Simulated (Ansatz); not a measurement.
A short molecular-dynamics run on CH₆B₂, SMILES `BBC`.

```yaml
crystal:
  periodic: [false, false, false]
  atoms:
    - {symbol: B, position_ang: [-0.695419, 0.798293, -1.212897]}
    - {symbol: B, position_ang: [0.278713, 0.446774, 0.056964]}
    - {symbol: C, position_ang: [0.337693, -0.877237, 0.887044]}
    - {symbol: H, position_ang: [-0.386409, 0.555314, -2.347830]}
    - {symbol: H, position_ang: [-1.750654, 1.354414, -1.070662]}
    - {symbol: H, position_ang: [1.067767, 1.308240, 0.370619]}
    - {symbol: H, position_ang: [-0.453161, -1.603455, 0.696532]}
    - {symbol: H, position_ang: [1.297789, -1.354571, 0.641908]}
    - {symbol: H, position_ang: [0.392283, -0.674073, 1.961221]}
basis:
  gaussian: {orbitals: def2-SVP}
hamiltonian: {xc: {name: PBE}, dispersion: d3bj}
md: {timestep: 0.5 fs, n_steps: 20, ensemble: nvt_nose_hoover, temperature: 700, initial_velocities: maxwell_boltzmann, seed: 446}
```

```sh
$ ansatz run in.yaml --threads 2 --pin off --events-out ev --progress --plain --max-ram 4352MiB
```

| step | time (fs) | potential energy (eV) | kinetic (eV) | T (K) | conserved (eV) |
| --- | --- | --- | --- | --- | --- |
| 0 | 0.0 | -2479.8680 | 0.6334 | 700 | -2479.2346 |
| 1 | 0.5 | -2479.8748 | 0.6401 | 707 | -2479.2348 |
| 2 | 1.0 | -2479.8665 | 0.6319 | 698 | -2479.2347 |
| 3 | 1.5 | -2479.8441 | 0.6096 | 674 | -2479.2345 |
| 4 | 2.0 | -2479.8107 | 0.5766 | 637 | -2479.2342 |
| 5 | 2.5 | -2479.7714 | 0.5375 | 594 | -2479.2339 |
| 6 | 3.0 | -2479.7309 | 0.4973 | 550 | -2479.2336 |
| 7 | 3.5 | -2479.6933 | 0.4599 | 508 | -2479.2334 |
| 8 | 4.0 | -2479.6615 | 0.4282 | 473 | -2479.2334 |
| 9 | 4.5 | -2479.6365 | 0.4032 | 446 | -2479.2334 |
| 10 | 5.0 | -2479.6181 | 0.3847 | 425 | -2479.2335 |
| 11 | 5.5 | -2479.6046 | 0.3711 | 410 | -2479.2336 |
| 12 | 6.0 | -2479.5938 | 0.3601 | 398 | -2479.2338 |
| 13 | 6.5 | -2479.5828 | 0.3490 | 386 | -2479.2340 |
| 14 | 7.0 | -2479.5693 | 0.3355 | 371 | -2479.2340 |
| 15 | 7.5 | -2479.5523 | 0.3186 | 352 | -2479.2340 |
| 16 | 8.0 | -2479.5323 | 0.2988 | 330 | -2479.2339 |
| 17 | 8.5 | -2479.5117 | 0.2785 | 308 | -2479.2336 |
| 18 | 9.0 | -2479.4941 | 0.2612 | 289 | -2479.2334 |
| 19 | 9.5 | -2479.4832 | 0.2505 | 277 | -2479.2333 |
| 20 | 10.0 | -2479.4813 | 0.2488 | 275 | -2479.2332 |

Velocities are drawn at the set temperature; a run this short doesn't reach equilibrium.

Frames (Å, forces in eV/Å):

```xyz
9
time=0.0 fs
B    -0.695    0.798   -1.213    0.226   -0.061    0.281
B     0.279    0.447    0.057   -0.227   -0.178   -0.147
C     0.338   -0.877    0.887   -0.111    0.226   -0.150
H    -0.386    0.555   -2.348    0.111   -0.094   -0.466
H    -1.751    1.354   -1.071   -0.429    0.225    0.044
H     1.068    1.308    0.371    0.309    0.344    0.116
H    -0.453   -1.603    0.697   -0.391   -0.371   -0.101
H     1.298   -1.355    0.642    0.460   -0.199   -0.111
H     0.392   -0.674    1.961    0.052    0.107    0.534
9
time=0.5 fs
B    -0.696    0.799   -1.218   -0.104    0.185    0.607
B     0.273    0.451    0.060   -0.060   -0.295   -0.130
C     0.341   -0.880    0.888   -0.281    0.062   -0.100
H    -0.381    0.553   -2.340    0.170   -0.156   -0.678
H    -1.761    1.369   -1.083   -0.145    0.063   -0.001
H     1.089    1.289    0.375    0.225    0.355    0.078
H    -0.461   -1.610    0.698   -0.130   -0.149    0.009
H     1.302   -1.364    0.645    0.338   -0.122   -0.130
H     0.409   -0.672    1.967   -0.012    0.057    0.345
9
time=1.0 fs
B    -0.697    0.800   -1.223   -0.413    0.421    0.889
B     0.267    0.454    0.063    0.134   -0.385   -0.104
C     0.344   -0.882    0.889   -0.420   -0.104   -0.028
H    -0.375    0.551   -2.335    0.220   -0.211   -0.852
H    -1.772    1.383   -1.096    0.127   -0.096   -0.040
H     1.111    1.271    0.379    0.112    0.341    0.030
H    -0.469   -1.616    0.700    0.128    0.066    0.114
H     1.308   -1.374    0.647    0.192   -0.033   -0.140
H     0.427   -0.670    1.973   -0.079    0.000    0.132
9
time=1.5 fs
B    -0.698    0.801   -1.227   -0.681    0.632    1.106
B     0.261    0.458    0.066    0.350   -0.457   -0.071
C     0.348   -0.885    0.890   -0.520   -0.252    0.055
H    -0.368    0.548   -2.331    0.257   -0.254   -0.969
H    -1.783    1.398   -1.109    0.372   -0.243   -0.072
H     1.134    1.254    0.383   -0.027    0.310   -0.026
H    -0.477   -1.623    0.702    0.364    0.258    0.209
H     1.313   -1.384    0.649    0.034    0.063   -0.146
H     0.443   -0.668    1.980   -0.149   -0.058   -0.085
9
time=2.0 fs
B    -0.699    0.802   -1.232   -0.893    0.810    1.244
B     0.255    0.462    0.068    0.579   -0.517   -0.037
C     0.351   -0.887    0.891   -0.583   -0.370    0.140
H    -0.361    0.545   -2.329    0.275   -0.281   -1.016
H    -1.793    1.411   -1.121    0.580   -0.373   -0.097
H     1.156    1.237    0.387   -0.183    0.269   -0.087
H    -0.483   -1.628    0.705    0.563    0.415    0.289
H     1.319   -1.394    0.651   -0.122    0.159   -0.148
H     0.460   -0.666    1.987   -0.218   -0.113   -0.288
9
time=2.5 fs
B    -0.700    0.803   -1.236   -1.041    0.946    1.299
B     0.250    0.465    0.071    0.812   -0.572   -0.004
C     0.354   -0.890    0.892   -0.612   -0.449    0.216
H    -0.353    0.541   -2.330    0.271   -0.290   -0.987
H    -1.801    1.424   -1.134    0.748   -0.481   -0.114
H     1.178    1.221    0.391   -0.347    0.226   -0.148
H    -0.489   -1.633    0.708    0.716    0.531    0.353
H     1.325   -1.403    0.652   -0.265    0.250   -0.151
H     0.476   -0.664    1.992   -0.283   -0.162   -0.465
9
time=3.0 fs
B    -0.701    0.804   -1.240   -1.123    1.038    1.274
B     0.244    0.469    0.074    1.038   -0.628    0.022
C     0.356   -0.892    0.894   -0.613   -0.483    0.277
H    -0.345    0.536   -2.334    0.244   -0.279   -0.883
H    -1.808    1.436   -1.148    0.874   -0.567   -0.124
H     1.199    1.206    0.395   -0.510    0.189   -0.207
H    -0.493   -1.637    0.712    0.818    0.604    0.399
H     1.330   -1.412    0.653   -0.387    0.329   -0.155
H     0.491   -0.663    1.997   -0.342   -0.202   -0.604
9
time=3.5 fs
B    -0.703    0.806   -1.243   -1.139    1.087    1.181
B     0.239    0.472    0.077    1.249   -0.689    0.040
C     0.359   -0.895    0.895   -0.593   -0.471    0.318
H    -0.336    0.531   -2.339    0.196   -0.251   -0.716
H    -1.813    1.446   -1.162    0.957   -0.629   -0.129
H     1.218    1.191    0.398   -0.665    0.160   -0.260
H    -0.494   -1.639    0.717    0.868    0.631    0.429
H     1.334   -1.420    0.654   -0.480    0.394   -0.163
H     0.506   -0.662    2.000   -0.394   -0.232   -0.699
9
time=4.0 fs
B    -0.705    0.808   -1.246   -1.096    1.094    1.037
B     0.234    0.475    0.080    1.438   -0.757    0.044
C     0.362   -0.898    0.896   -0.556   -0.412    0.337
H    -0.327    0.525   -2.346    0.131   -0.209   -0.502
H    -1.815    1.455   -1.176    0.999   -0.666   -0.128
H     1.236    1.177    0.400   -0.805    0.144   -0.305
H    -0.494   -1.639    0.723    0.864    0.615    0.441
H     1.337   -1.427    0.654   -0.541    0.442   -0.175
H     0.520   -0.662    2.002   -0.435   -0.251   -0.748
9
time=4.5 fs
B    -0.707    0.810   -1.249   -0.998    1.063    0.865
B     0.230    0.478    0.083    1.597   -0.831    0.035
C     0.364   -0.901    0.897   -0.507   -0.305    0.332
H    -0.317    0.518   -2.355    0.055   -0.156   -0.261
H    -1.815    1.462   -1.190    1.000   -0.680   -0.124
H     1.253    1.162    0.402   -0.924    0.141   -0.342
H    -0.492   -1.638    0.731    0.806    0.555    0.437
H     1.338   -1.433    0.654   -0.566    0.470   -0.193
H     0.532   -0.662    2.002   -0.464   -0.257   -0.749
9
time=5.0 fs
B    -0.709    0.812   -1.252   -0.852    0.998    0.684
B     0.225    0.480    0.086    1.724   -0.912    0.011
C     0.367   -0.904    0.899   -0.447   -0.153    0.302
H    -0.307    0.511   -2.364   -0.027   -0.098   -0.012
H    -1.812    1.468   -1.204    0.960   -0.668   -0.116
H     1.267    1.148    0.403   -1.018    0.152   -0.369
H    -0.488   -1.636    0.739    0.695    0.454    0.418
H     1.338   -1.438    0.654   -0.555    0.478   -0.217
H     0.544   -0.663    2.000   -0.480   -0.250   -0.700
9
time=5.5 fs
B    -0.712    0.815   -1.255   -0.662    0.902    0.511
B     0.221    0.483    0.088    1.814   -0.998   -0.029
C     0.369   -0.907    0.900   -0.380    0.042    0.248
H    -0.297    0.504   -2.373   -0.109   -0.039    0.228
H    -1.807    1.472   -1.219    0.879   -0.630   -0.107
H     1.278    1.135    0.403   -1.085    0.176   -0.385
H    -0.482   -1.633    0.748    0.534    0.313    0.386
H     1.337   -1.442    0.653   -0.508    0.465   -0.246
H     0.554   -0.665    1.996   -0.482   -0.230   -0.605
9
time=6.0 fs
B    -0.715    0.818   -1.257   -0.434    0.778    0.360
B     0.218    0.485    0.091    1.865   -1.088   -0.083
C     0.371   -0.910    0.902   -0.310    0.273    0.170
H    -0.287    0.497   -2.381   -0.186    0.019    0.447
H    -1.800    1.474   -1.234    0.757   -0.566   -0.096
H     1.287    1.122    0.402   -1.123    0.212   -0.391
H    -0.474   -1.629    0.758    0.327    0.138    0.342
H     1.335   -1.445    0.651   -0.429    0.433   -0.281
H     0.563   -0.667    1.991   -0.469   -0.198   -0.466
9
time=6.5 fs
B    -0.717    0.821   -1.260   -0.173    0.628    0.239
B     0.215    0.487    0.094    1.876   -1.181   -0.152
C     0.373   -0.913    0.903   -0.241    0.530    0.069
H    -0.278    0.490   -2.389   -0.254    0.071    0.636
H    -1.792    1.476   -1.250    0.596   -0.475   -0.086
H     1.294    1.109    0.400   -1.130    0.260   -0.388
H    -0.466   -1.624    0.769    0.087   -0.061    0.291
H     1.332   -1.446    0.649   -0.321    0.383   -0.321
H     0.571   -0.669    1.985   -0.441   -0.155   -0.288
9
time=7.0 fs
B    -0.720    0.824   -1.262    0.118    0.454    0.155
B     0.212    0.489    0.097    1.846   -1.274   -0.233
C     0.376   -0.916    0.905   -0.184    0.800   -0.052
H    -0.270    0.483   -2.395   -0.311    0.116    0.790
H    -1.781    1.476   -1.265    0.397   -0.359   -0.077
H     1.297    1.097    0.397   -1.107    0.319   -0.374
H    -0.458   -1.620    0.781   -0.171   -0.273    0.235
H     1.327   -1.447    0.645   -0.192    0.319   -0.364
H     0.578   -0.672    1.978   -0.398   -0.102   -0.080
9
time=7.5 fs
B    -0.723    0.827   -1.265    0.431    0.262    0.110
B     0.210    0.491    0.100    1.774   -1.368   -0.326
C     0.378   -0.919    0.906   -0.150    1.061   -0.187
H    -0.262    0.476   -2.399   -0.355    0.153    0.906
H    -1.770    1.475   -1.281    0.166   -0.220   -0.070
H     1.298    1.086    0.394   -1.051    0.387   -0.351
H    -0.450   -1.616    0.793   -0.425   -0.477    0.179
H     1.323   -1.447    0.641   -0.048    0.245   -0.408
H     0.584   -0.676    1.971   -0.343   -0.043    0.145
9
time=8.0 fs
B    -0.726    0.830   -1.267    0.756    0.057    0.105
B     0.208    0.492    0.102    1.660   -1.461   -0.426
C     0.380   -0.921    0.908   -0.152    1.291   -0.328
H    -0.255    0.470   -2.401   -0.385    0.181    0.984
H    -1.759    1.473   -1.297   -0.089   -0.062   -0.066
H     1.297    1.076    0.389   -0.963    0.464   -0.319
H    -0.444   -1.614    0.806   -0.647   -0.653    0.127
H     1.318   -1.446    0.636    0.098    0.166   -0.450
H     0.589   -0.679    1.964   -0.278    0.019    0.373
9
time=8.5 fs
B    -0.728    0.834   -1.269    1.077   -0.152    0.138
B     0.207    0.493    0.105    1.506   -1.553   -0.533
C     0.382   -0.923    0.909   -0.202    1.466   -0.463
H    -0.249    0.464   -2.400   -0.400    0.198    1.024
H    -1.748    1.472   -1.313   -0.353    0.105   -0.067
H     1.293    1.067    0.384   -0.843    0.549   -0.279
H    -0.438   -1.613    0.819   -0.810   -0.779    0.083
H     1.314   -1.445    0.630    0.234    0.089   -0.486
H     0.594   -0.682    1.958   -0.208    0.077    0.583
9
time=9.0 fs
B    -0.731    0.837   -1.272    1.375   -0.351    0.207
B     0.206    0.493    0.107    1.314   -1.643   -0.644
C     0.384   -0.925    0.911   -0.304    1.567   -0.577
H    -0.244    0.458   -2.397   -0.401    0.205    1.025
H    -1.737    1.471   -1.329   -0.609    0.270   -0.071
H     1.287    1.059    0.378   -0.695    0.641   -0.232
H    -0.435   -1.614    0.832   -0.890   -0.836    0.047
H     1.310   -1.444    0.623    0.348    0.021   -0.511
H     0.598   -0.685    1.954   -0.138    0.127    0.755
9
time=9.5 fs
B    -0.733    0.840   -1.274    1.625   -0.527    0.310
B     0.205    0.493    0.110    1.090   -1.728   -0.754
C     0.386   -0.927    0.912   -0.453    1.584   -0.653
H    -0.240    0.453   -2.392   -0.385    0.200    0.989
H    -1.728    1.470   -1.346   -0.833    0.418   -0.076
H     1.279    1.053    0.371   -0.522    0.737   -0.180
H    -0.434   -1.617    0.845   -0.877   -0.816    0.018
H     1.307   -1.443    0.615    0.427   -0.031   -0.522
H     0.602   -0.688    1.951   -0.072    0.162    0.870
9
time=10.0 fs
B    -0.734    0.843   -1.276    1.803   -0.663    0.441
B     0.204    0.493    0.112    0.842   -1.807   -0.862
C     0.388   -0.928    0.913   -0.633    1.517   -0.680
H    -0.237    0.449   -2.384   -0.353    0.184    0.916
H    -1.721    1.470   -1.362   -1.003    0.536   -0.081
H     1.270    1.048    0.364   -0.330    0.834   -0.124
H    -0.435   -1.622    0.858   -0.773   -0.720   -0.007
H     1.305   -1.442    0.605    0.463   -0.062   -0.514
H     0.605   -0.690    1.951   -0.017    0.180    0.911
```

It took 18 s on 2 threads of an Arm Neoverse V1 on a shared host, with 0.33 GiB of host memory at the peak.
